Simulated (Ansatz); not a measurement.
## Ansatz (development build ahead of 0.2.0) run

```yaml
crystal:
  periodic: [false, false, false]
  atoms:
    - { symbol: C, position_ang: [0.0, 0.0, 0.8583] }
    - { symbol: C, position_ang: [0.0, -0.65055, -0.4988] }
    - { symbol: C, position_ang: [0.0, 0.65055, -0.4988] }
    - { symbol: H, position_ang: [0.91244, 0.0, 1.45639] }
    - { symbol: H, position_ang: [-0.91244, 0.0, 1.45639] }
    - { symbol: H, position_ang: [0.0, -1.5841, -1.03847] }
    - { symbol: H, position_ang: [0.0, 1.5841, -1.03847] }
basis:
  gaussian: { orbitals: cc-pVTZ }
total_charge: 1
magnetization:
  initial_magnetization: 1
hamiltonian:
  xc: hf
correlation:
  method: ccsd_t
  frozen_orbitals: { C: 1, H: 0 }
```

The input is written out in the form of the current development build from the run's settings. Correlation on restricted open-shell orbitals is semicanonical, with singles.

Output:

| Property | Result |
| --- | --- |
| Converged | yes |
| Reference energy | -115.55072 hartree |
| CCSD correlation energy | -0.46283 hartree |
| Triples correction | -0.02021 hartree |
| Total energy | -116.03376 hartree |
| Spin squared of the determinant | 0.750 |
